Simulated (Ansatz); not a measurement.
Band gap (eV) of solids drawn from the class of oxides, at two levels: PBE (plane waves, PAW; Ansatz, a first-principles code), and LDA (Ansatz, plane waves, PAW).

PBE values are at the measured cell, LDA values at the measured cell.

```csv
solid,PBE,LDA,shift (eV)
rock-salt SrO,3.32,3.16,-0.16
rock-salt MgO,4.78,4.69,-0.09
"SiO2 (P4₁2₁2, No. 92)",5.77,5.52,-0.25
rock-salt BaO,2.04,1.91,-0.13
rutile CrO2,0.00,0.00,0.00
rock-salt CaO,3.66,3.49,-0.17
rutile SnO2,1.26,1.11,-0.15
cuprite Ag2O,0.01,0.00,-0.01
cubic perovskite BaZrO3,3.24,3.13,-0.11
corundum (α-Al2O3),6.25,6.19,-0.06
```

The shifts run from -0.25 eV to 0.00 eV, with a median of -0.12 eV.

Over all 10 rows LDA is the larger in 0.

Database compounds that came out metallic weren't drawn.

Ansatz's runs of these crystals have no spin polarisation, but for rutile CrO2.

Density-functional runs with spin start from parallel moments for rutile CrO2.

Levels without +SOC have no spin–orbit coupling; where heavier elements are present it shifts gaps, mostly down, and can invert bands. A gap of zero means that the bands touch or overlap. Density-functional gaps are differences of (generalised) Kohn–Sham levels. Ansatz's density-functional and Hartree–Fock values are scalar-relativistic unless marked +SOC, with PAW data made under PBE.
